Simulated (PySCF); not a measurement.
NaCl, SMILES [Na][Cl].

Coordinates come from a PBE-D3(BJ)/def2-TZVPD optimisation.

The numbers are results of PBE/def2-TZVPD (PySCF), not measurements.

The total energy is -622.27022 hartree, the point group is C∞v and the highest occupied level is -5.27 eV. The lowest empty level comes out as -2.27 eV, the orbital gap is 3.00 eV and the dipole moment is 8.57 D. The quadrupole, principal values (traceless, Buckingham form, about the centre of nuclear charge) is -4.35, -4.35, 8.69 D·Å. The mean static polarisability is 36.5 bohr³ (5.41 Å³). The polarisability, principal values is 32.2, 32.2, 45.1 bohr³.
